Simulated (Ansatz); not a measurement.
Name a neutral molecule of C, F, S and H with LUMO energy (PBE/def2-TZVPP) between -1.20 and -0.90 eV and HOMO energy (PBE0/def2-TZVPP) between -6.60 and -6.30 eV (Ansatz, PBE0-D4/def2-TZVP geometry).

`C/C=C(\F)SC` (-0.95 eV, -6.50 eV). Other molecules can fit too; these were computed, each in one conformer that needn't be the lowest.
